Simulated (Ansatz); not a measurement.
# CH₄S, singlet: reading a ladder of total energies

Geometry: MP2(full)/6-31G*, from the G2/97 set.

```xyz
6

C    -0.0261    1.2273    0.0000
S    -0.0261   -0.5871    0.0000
H     1.3049   -0.7455    0.0000
H    -1.0708    1.5392    0.0000
H     0.4541    1.6290    0.8923
H     0.4541    1.6290   -0.8923
```

Basis 6-31G; Ansatz 0.2.0. Correlated methods freeze the noble-gas cores, which leaves 14 electrons in 24 orbitals. R marks a restricted (for open shells ROHF) determinant.

Full CI isn't at hand for all of this; RCCSDTQ serves as the reference, and is uncertain by about the last step of the cluster series.

Runs differ by some tens of microhartree through their thresholds, so steps under 0.03 kcal/mol mean nothing.

```
    level  total energy (hartree)
      RHF             -437.645572
     RMP2             -437.793839
    RCCSD             -437.820657
 RCCSD(T)             -437.823636
   RCCSDT             -437.823997
RCCSDT(Q)             -437.824182
  RCCSDTQ             -437.824181
```

Q: What is the correlation energy at RCCSDTQ, and what share of it do RMP2 and RCCSDT recover?

A: E(corr) = -437.824181 − (-437.645572) = -0.178609 hartree = -4.860 eV. RMP2: -0.148267 / -0.178609 = 83.01 %. RCCSDT: -0.178425 / -0.178609 = 99.90 %.

Q: By how many kcal/mol does RCCSD(T) miss RCCSDTQ (1 hartree = 627.509 kcal/mol), and which steps make up the rest?

A: -437.823636 − (-437.824181) = 0.000545 hartree = 0.34 kcal/mol. Steps: RCCSDT − RCCSD(T) = -0.23, RCCSDT(Q) − RCCSDT = -0.12, RCCSDTQ − RCCSDT(Q) = 0.00 kcal/mol. That is within 1 kcal/mol of the reference in this basis, which itself misses far more of the correlation at the basis-set limit.
